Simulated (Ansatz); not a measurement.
Working through the interaction energy of a dimer with the counterpoise correction of C2H2S, SMILES C1=CS1

Program: the Python package of Ansatz (0.2.0).

Notebook, run cell by cell (the value of a cell's last expression is shown):

**Cell 1**
```python
import ansatz
```

**Cell 2**
```python
FIRST = [
    ("C", (-0.4496, -0.4664, -0.1111)),
    ("C", (0.3488, 0.5458, 0.0606)),
    ("S", (0.9031, -0.9429, 0.6067)),
    ("H", (-1.3785, -0.7152, -0.4908)),
    ("H", (0.5761, 1.5786, -0.0654)),
]
SECOND = [
    ("C", (4.0158, -4.1357, 1.159)),
    ("C", (2.9545, -4.4978, 1.8177)),
    ("S", (3.5139, -2.9397, 2.1023)),
    ("H", (4.7016, -4.4813, 0.4668)),
    ("H", (2.2001, -5.217, 2.0366)),
]

def energy(atoms, ghosts=()):
    molecule = ansatz.Crystal.molecule()
    for symbol, xyz in atoms:
        molecule = molecule.atom(symbol, xyz)
    calc = (
        molecule.calculation()
        .basis(gaussian="cc-pVDZ")  # atom-centred Gaussian functions
        .correlation("mp2")  # correlation on top of the mean field
    )
    deck = calc.input()
    if ghosts:
        deck = deck.set(ansatz.key.basis.gaussian.ghost_atoms, [{"symbol": s, "position_ang": list(xyz)} for s, xyz in ghosts])
    return ansatz.Session.from_dict(deck).plan().execute().report["free_energy_ev"]
```

**Cell 3**
```python
# ghost atoms carry the functions of the partner
both = energy(FIRST + SECOND)
alone = energy(FIRST) + energy(SECOND)
ghosted = energy(FIRST, SECOND) + energy(SECOND, FIRST)
print(f"dimer {both:.6f} eV")
print(f"interaction, uncorrected   {23.060548 * (both - alone):8.3f} kcal/mol")
print(f"interaction, counterpoise  {23.060548 * (both - ghosted):8.3f} kcal/mol")
print(f"basis-set superposition    {23.060548 * (alone - ghosted):8.3f} kcal/mol")
```
Output:
```text
dimer -25832.684080 eV
interaction, uncorrected      0.059 kcal/mol
interaction, counterpoise     1.029 kcal/mol
basis-set superposition       0.970 kcal/mol
```

Uncorrected it is 0.059 kcal/mol, with the counterpoise correction 1.029 kcal/mol; the difference, 0.97 kcal/mol, is the superposition error. In this basis both values are repulsive.

Caveats:
- Total energies depend on the basis set; only differences at equal settings carry meaning.
- The dimer is a generated trial pose of unrelaxed monomers, not a minimum, so the figure is no binding energy, and the basis set is small.
- It ran for 6.3 s on 1 thread of Arm Neoverse V2, with other jobs on the host, peak memory 0.28 GiB.

(Lines on the test bed's own set-up are left out of the output.)
